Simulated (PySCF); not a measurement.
**BeH3Cl, a complex of two parts: interaction energy**

An exercise on one series of results from a longer session: the logs are not shown, and one member is left open.

Computed with PySCF 2.14.0; each step states its level. No surroundings beyond the atoms listed, unless a continuum is named. Atoms count from 0, parts from 1.

## Starting point

5 atoms, charge 0, multiplicity 1; geometry: GFN2-xTB. Parts: 1 = atoms 0–2, `[BeH2]`, charge 0; 2 = atoms 3–4, `Cl`, charge 0.

Set-up of the first run:

The job: settings as JSON, then the geometry in Å.

```
{"job": {"xc": "PBE0", "basis": "def2-TZVPD", "d3": "d3bj", "grid": 3, "kind": "geom", "shake": 0.01}, "charge": 0, "multiplicity": 1, "parts": [{"atoms": "0-2", "charge": 0, "multiplicity": 1}, {"atoms": "3-4", "charge": 0, "multiplicity": 1}]}
Be     0.118644    -0.174569     0.012058
H      0.423098     0.168085    -1.209469
H     -0.963929    -0.270667     0.770560
Cl     1.850041    -0.625901     1.043943
H      1.659508    -0.974873     2.256457
```

Started as:

```
> OMP_NUM_THREADS=1 python cluster_run.py task.json out
```

The driver reads the jobs from task.json and runs them one after another.

Among the steps run: Optimising the geometry at PBE0-D3(BJ)/def2-TZVPD; Coupled-cluster interaction energy: CCSD(T) and MP2, 2.33 Å; Coupled-cluster interaction energy: CCSD(T) and MP2, 2.45 Å; Coupled-cluster interaction energy: CCSD(T) and MP2, 2.56 Å; Coupled-cluster interaction energy: CCSD(T) and MP2, 2.21 Å; Coupled-cluster interaction energy: CCSD(T) and MP2, 2.91 Å; Coupled-cluster interaction energy: CCSD(T) and MP2, 2.10 Å; Coupled-cluster interaction energy: CCSD(T) and MP2, 3.50 Å; Coupled-cluster interaction energy: CCSD(T) and MP2, 4.66 Å.

One table of the session follows, with a row left open; its other results are not shown here.

It belongs to the step «Coupled-cluster interaction energy: CCSD(T) and MP2, 4.66 Å». 

```
                 method  interaction energy (kcal/mol)
         HF/aug-cc-pVDZ                          -0.52
        MP2/aug-cc-pVDZ                              ?
       CCSD/aug-cc-pVDZ                          -0.60
    CCSD(T)/aug-cc-pVDZ                          -0.61
         HF/aug-cc-pVQZ                          -0.50
        MP2/aug-cc-pVQZ                          -0.62
    SCS-MP2/aug-cc-pVQZ                          -0.58
      MP2, extrapolated                          -0.62
CCSD(T), limit estimate                          -0.61
```

**Question.** Estimate the row for MP2/aug-cc-pVDZ.

**Answer.** interaction energy (kcal/mol): -0.63. In the column «interaction energy (kcal/mol)» it is the lowest.
